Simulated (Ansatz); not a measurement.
in.yaml

```yaml
crystal:
  periodic: [false, false, false]
  atoms:
    - {symbol: Ga, position_ang: [0.000000, 0.000000, -1.782457]}
    - {symbol: Be, position_ang: [0.000000, 0.000000, 0.211543]}
    - {symbol: H, position_ang: [0.000000, 0.000000, 1.570913]}
basis:
  gaussian: {orbitals: cc-pVDZ}
magnetization: {spin_polarized: false}
hamiltonian: {xc: {name: r2SCAN}}
correlation: {method: ccsd, electrons: outside_noble_gas}
```

```sh
$ ansatz run in.yaml --threads 1 --pin off --events-out ev --progress --plain --max-ram 2393MiB
```

Roughly how long does this take on 1 thread of Arm Neoverse V1, shared host, and how much host memory?

8.5 s wall and 0.1 GiB.

```
496 factors; integrals over basis functions are off by at most 1.3e-3 eV
mean field evaluation 1: about -52790.3873 eV, gradient 9.4e0 eV
mean field evaluation 2: about -52790.3715 eV, gradient 9.4e0 eV
mean field evaluation 4: about -52790.7348 eV, gradient 8.1e-1 eV
mean field evaluation 8: about -52790.7364 eV, gradient 2.3e-3 eV
mean field evaluation 16: about -52788.2759 eV, gradient 1.1e1 eV
mean field evaluation 32: about -52789.0170 eV, gradient 2.7e-6 eV
mean field evaluation 64: about -52789.0190 eV, gradient 8.9e-1 eV
mean field -52790.73643547 eV, -1940.0237811571 hartree, gradient 7.0e-6 eV, S^2 0.000000; 6 other end points of the search recorded, 0 dependent functions left out; unrestricted orbitals would lower it
15 core orbitals not correlated: weight in the atoms' cores, before any rotation towards them, 0.998 or more for the frozen orbitals, at most 0.000 for the correlated occupied ones
reference -52744.49102638 eV, -1938.3242937193 hartree; 3, 3 occupied and 28, 28 virtual orbitals, 496 factors
second order -2.19568828 eV of doubles, -0.07819219 eV of singles
cycle   1  -2.80807530 eV  change   -5.4e-1 eV  update   7.5e-2
cycle   2  -3.07150749 eV  change   -2.6e-1 eV  update   3.8e-2
cycle   3  -3.10019887 eV  change   -2.9e-2 eV  update   1.9e-2
cycle   4  -3.11240918 eV  change   -1.2e-2 eV  update   1.0e-2
cycle   5  -3.11794539 eV  change   -5.5e-3 eV  update   5.2e-3
cycle   6  -3.11822124 eV  change   -2.8e-4 eV  update   1.7e-3
cycle   7  -3.11930187 eV  change   -1.1e-3 eV  update   4.8e-4
cycle   8  -3.11935930 eV  change   -5.7e-5 eV  update   1.7e-4
cycle   9  -3.11924661 eV  change    1.1e-4 eV  update   6.4e-5
cycle  10  -3.11927541 eV  change   -2.9e-5 eV  update   2.6e-5
cycle  11  -3.11927105 eV  change    4.4e-6 eV  update   9.9e-6
cycle  12  -3.11927420 eV  change   -3.2e-6 eV  update   2.8e-6
Total energy: -52747.61030058 eV, -1938.4389249319 hartree
```
